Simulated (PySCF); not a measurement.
**Na₂O: breathing scan**

Method: PBE0 in PySCF with O def2-TZVP, Na def2-TZVP; no relativity; density-fitted integrals.

Rigid scan from the singlet minimum (O–Na 1.972 Å (×2); Na–O–Na 180.0°). Coordinate: all bonds to the central atom scaled together. Energies in kJ/mol from the minimum.

(1) Predict the curve at 0.88, 0.92, 0.96, 1.00, 1.04, 1.08, 1.14, 1.22, 1.35.

Results:

(1) 
```json
{"scale of all bonds to the centre": "0.88", "E (kJ/mol)": "89.2"}
{"scale of all bonds to the centre": "0.92", "E (kJ/mol)": "34.7"}
{"scale of all bonds to the centre": "0.96", "E (kJ/mol)": "7.6"}
{"scale of all bonds to the centre": "1.00", "E (kJ/mol)": "0.0"}
{"scale of all bonds to the centre": "1.04", "E (kJ/mol)": "6.0"}
{"scale of all bonds to the centre": "1.08", "E (kJ/mol)": "21.3"}
{"scale of all bonds to the centre": "1.14", "E (kJ/mol)": "55.2"}
{"scale of all bonds to the centre": "1.22", "E (kJ/mol)": "110.9"}
{"scale of all bonds to the centre": "1.35", "E (kJ/mol)": "206.6"}
```

At long bonds a restricted determinant can lie too high, and another spin state can fall below this curve.

Other isomers or separated fragments may lie lower.

The scan took 8.8 s on 2 threads of a shared Arm Neoverse V1 host; the process peaked at 0.82 GiB.
